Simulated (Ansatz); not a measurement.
## AlH₆P, SMILES [AlH3-][PH3+]: a short molecular-dynamics run, step by step

With Ansatz's Python interface.

The cells in order, each with its output:

**Cell 1**
```python
import ansatz as az
import numpy as np
```

**Cell 2**
```python
GEOMETRY = """
Al   -0.33350    0.08980   -1.03760
P     0.37870   -0.15590    1.08560
H     0.40770   -0.80910   -2.05320
H    -1.85790   -0.23350   -1.11750
H    -0.18470    1.65240   -1.49960
H     0.86720    1.08910    1.57780
H     1.44710   -1.10200    1.09170
H    -0.63250   -0.58790    1.89690
"""
```

**Cell 3**
```python
mol = az.Crystal.molecule()
for line in GEOMETRY.strip().splitlines():
    symbol, *xyz = line.split()
    mol = mol.atom(symbol, [float(v) for v in xyz])
```

**Cell 4**
```python
base = (
    mol.calculation()
    .basis(gaussian="6-31G")
    .functional("b3lyp")
    .accuracy("high")
    .scf(lower_state_search="standard")
    .md("nvt_nose_hoover", timestep=0.25, steps=20, temperature=200, initial_velocities="maxwell_boltzmann", seed=74, thermostat_time=20)
)
frames = []
base.session().plan().execute(on_event=lambda e: frames.append(e["data"]) if e["event"] == "md_step" else None)
print("t (fs)   E_pot (eV)      E_kin (eV)   T (K)   d(0-1) (A)")
for f in frames[::2]:
    xyz = np.array(f["positions_ang"])
    print(f"{f['time_fs']:6.2f} {f['lagrangian_ev']:14.5f} {f['e_kin_ev']:10.5f} {f['temperature_k']:8.1f} {np.linalg.norm(xyz[0] - xyz[1]):9.4f}")
kept = np.array([f["conserved_ev"] for f in frames])
print(f"conserved energy moves by at most {1000 * np.ptp(kept):.3f} meV")
```
Output:
```text
t (fs)   E_pot (eV)      E_kin (eV)   T (K)   d(0-1) (A)
  0.00   -15980.57273    0.15511    200.0    2.2529
  0.50   -15980.55270    0.13516    174.3    2.2515
  1.00   -15980.54635    0.12888    166.2    2.2505
  1.50   -15980.55623    0.13880    179.0    2.2498
  2.00   -15980.58224    0.16485    212.6    2.2494
  2.50   -15980.62157    0.20417    263.3    2.2494
  3.00   -15980.66942    0.25193    324.8    2.2497
  3.50   -15980.72028    0.30250    390.0    2.2505
  4.00   -15980.76920    0.35072    452.2    2.2516
  4.50   -15980.81267    0.39283    506.5    2.2532
  5.00   -15980.84893    0.42683    550.3    2.2552
conserved energy moves by at most 0.373 meV
```

These settings explore the input space; basis and method may be short of convergence. The trajectory is only some femtoseconds long, so its temperature is not equilibrated; where the script doesn't relax first, it starts from a rough generated geometry. b3lyp holds the VWN-RPA fit, as in Gaussian; the form of ORCA and Turbomole is b3lyp5. The temperature counts the internal degrees of freedom alone. Hardware and time: 54 s on 1 thread of Intel(R) Xeon(R) Gold 6455B (Sapphire Rapids), with other jobs on the host, peak memory 0.22 GiB.

(Lines on the test bed's own set-up are left out of the output.)
